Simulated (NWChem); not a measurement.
## Correlation energy of butadiene (C₄H₆)

```
C
C 1 1.3403
H 2 1.0925 1 121.62
H 2 1.0947 3 117.11 1 180.00
H 1 1.0970 2 119.30 3 0.00
C 1 1.4547 5 116.36 2 180.00
C 6 1.3403 1 124.34 5 0.00
H 7 1.0925 6 121.62 1 180.00
H 7 1.0947 8 117.11 6 180.00
H 6 1.0970 7 119.30 8 0.00
```
Charge 0, spin multiplicity 1.

Everything below was run with NWChem. Structure: optimised with PBE0/def2-SVP, a minimum by its harmonic frequencies. It is one conformer; others weren't searched.

Basis set: STO-3G. Each correlation energy counts from its own Hartree-Fock reference.

The correlated methods keep 4 core orbitals frozen. Coupled-cluster values serve here as a point of comparison, not as the truth.

**Question.** One of these methods gave a correlation energy of -240.7 mHa. Which?
A) CCSD
B) CCSD+T(CCSD)
C) MP2
D) SCS-MP2

**Answer.** C, MP2. The others give -257.1 (SCS-MP2), -308.0 (CCSD), -310.9 (CCSD+T(CCSD)).
